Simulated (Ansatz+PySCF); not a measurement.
singlet N2: levels of theory in one basis

```json
{"atom": "N", "x (Å)": "0.0000", "y (Å)": "0.0000", "z (Å)": "-1.6466"}
{"atom": "N", "x (Å)": "0.0000", "y (Å)": "0.0000", "z (Å)": "1.6466"}
```

Basis set: 6-31G (spherical functions). Frozen core: 2 orbitals. Charge 0, multiplicity 1.

Computed with Ansatz (development build ahead of 0.2.0); each method stands on the lowest determinant of its kind that the runs found. NEVPT2 correlates all electrons. Active spaces start from the frontier orbitals, and the lowest solution found is given.

```json
{"method": "RHF", "E − E(RHF) (eV)": "0.00", "<S²> of the determinant": "0.00"}
{"method": "UHF", "E − E(RHF) (eV)": "-13.58", "<S²> of the determinant": "3.01"}
{"method": "RHF-MP2", "E − E(RHF) (eV)": "-7.24", "<S²> of the determinant": "–"}
{"method": "UHF-MP2", "E − E(RHF) (eV)": "-15.04", "<S²> of the determinant": "3.01"}
{"method": "RHF-CCSD(T)", "E − E(RHF) (eV)": "-9.94", "<S²> of the determinant": "–"}
{"method": "UHF-CCSD(T)", "E − E(RHF) (eV)": "-15.44", "<S²> of the determinant": "3.01"}
{"method": "UHF-CCSDT(Q)", "E − E(RHF) (eV)": "-15.44", "<S²> of the determinant": "3.01"}
{"method": "full CI (lowest root of this spin)", "E − E(RHF) (eV)": "-15.44", "<S²> of the determinant": "–"}
{"method": "CASSCF(10,8)", "E − E(RHF) (eV)": "-13.42", "<S²> of the determinant": "–"}
```

Task: What does SC-NEVPT2(10,8) give on the same scale?

Result: -14.84 eV. NEVPT2 here correlates all electrons, so it doesn't share the others' frozen core.

At such a shape the full CI root can have another spatial symmetry than the determinants, so the rows needn't describe one state.

Task: Is a single determinant a sound starting point here?

Result: It is doubtful. Unrestricted orbitals lower Hartree–Fock by 13.58 eV and <S²> is 3.01 where a pure state has 0.00, a sign of strong static correlation. The CASSCF(10,8) natural occupations are 2.00, 2.00, 1.08, 1.01, 1.01, 0.99, 0.99, 0.92.

Caution for RHF, RHF-MP2, RHF-CCSD(T): an unrestricted determinant lies well below. Caution for RHF, UHF, RHF-MP2, UHF-MP2, RHF-CCSD(T), UHF-CCSD(T), UHF-CCSDT(Q): the determinant breaks the point group. Caution for UHF, UHF-MP2, UHF-CCSD(T), UHF-CCSDT(Q): the unrestricted determinant is a mixture of spin states. Caution for RHF-MP2: large amplitudes, a single reference is doubtful. Caution for RHF-MP2, UHF-MP2: another reference gives a lower total. Caution for UHF-MP2, UHF-CCSD(T), UHF-CCSDT(Q): bonds are stretched, where a single reference can fail. Caution for RHF-CCSD(T): very large amplitudes, the method is breaking down; the amplitudes may be one of several solutions.
